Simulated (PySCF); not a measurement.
Gas-phase reaction: 2 SiHF + 3 F = SiH2F + SiF4

Computed with PySCF and rigid-rotor harmonic-oscillator thermochemistry at 1 bar. † marks an energy on the PBE0/def2-TZVP geometry and frequencies; other levels use their own. Open shells (unrestricted): F (multiplicity 2), SiH2F (multiplicity 2); the rest are closed-shell singlets. Spin-orbit splitting is ignored; it lowers the true energy and changes the entropy of F. SiHF, SiH2F: computed as isolated molecules; such fragments, hydroxides, amides, oligomers or adducts are transient or little studied in the gas.

ωB97X-V/def2-TZVP† gives ΔH°(298 K) = -1698 kJ.

What do PBE/def2-SVP, HF/def2-TZVP†, LDA/def2-TZVP† give?

PBE/def2-SVP: -1680 kJ; HF/def2-TZVP†: -1376 kJ; LDA/def2-TZVP†: -1959 kJ. For scale, ΔH°(298 K) is -1698 kJ at this level, -1677 kJ at ωB97M-V/def2-TZVP†, and runs from -1959 to -1321 kJ over the 20 levels computed.
